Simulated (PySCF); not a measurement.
Molecule: SMILES S=P([S-])([S-])[S-], [PS₄]3-.

Molfile (atoms numbered from 1):
```
PS4
     RDKit          3D

  5  4  0  0  0  0  0  0  0  0999 V2000
    0.0901   -0.2886    2.1381 S   0  0  0  0  0  0  0  0  0  0  0  0
    0.0313    0.0601    0.0658 P   0  0  0  0  0  5  0  0  0  0  0  0
   -0.1869    2.1206   -0.2906 S   0  0  0  0  0  0  0  0  0  0  0  0
    1.8171   -0.6218   -0.8088 S   0  0  0  0  0  0  0  0  0  0  0  0
   -1.5984   -0.9673   -0.7760 S   0  0  0  0  0  0  0  0  0  0  0  0
  1  2  2  0
  2  3  1  0
  2  4  1  0
  2  5  1  0
M  CHG  3   3  -1   4  -1   5  -1
M  END
```

Geometry PBE0-D3(BJ)/def2-SVP throughout; GIAO in PySCF 2.14, gas phase, one conformer, non-relativistic; equivalent atoms averaged; functional PBE0.

Question: How do the absolute shieldings σ depend on the basis set? (ppm; last column core-seconds on 1 thread of an Arm Neoverse V1, shared host)

Answer: 
```csv
basis set,functions,S1/S3/S4/S5,P2,core-s
pcSseg-0,65,324.3,166.4,3.6
cc-pVDZ,90,370.1,205.0,5.5
aug-cc-pVDZ,135,287.6,185.2,11
cc-pVTZ,170,314.5,160.4,15
IGLO-III,220,285.6,131.7,18
```

Question: Which nucleus moves most, in ppm?

Answer: S1/S3/S4/S5 (sulfur bonded to P): from 285.6 ppm with IGLO-III to 370.1 ppm with cc-pVDZ. The smallest spread is 73.2 ppm, at P2.

Question: Taking the largest basis, IGLO-III (220 functions), as the yardstick, rank the others by their worst heavy-atom deviation.

Answer: cc-pVTZ 28.8 ppm (170 functions), pcSseg-0 38.6 ppm (65 functions), aug-cc-pVDZ 53.4 ppm (135 functions), cc-pVDZ 84.5 ppm (90 functions).

A small basis that lands close on one nucleus may do so by chance; judge by the trend and by all nuclei.
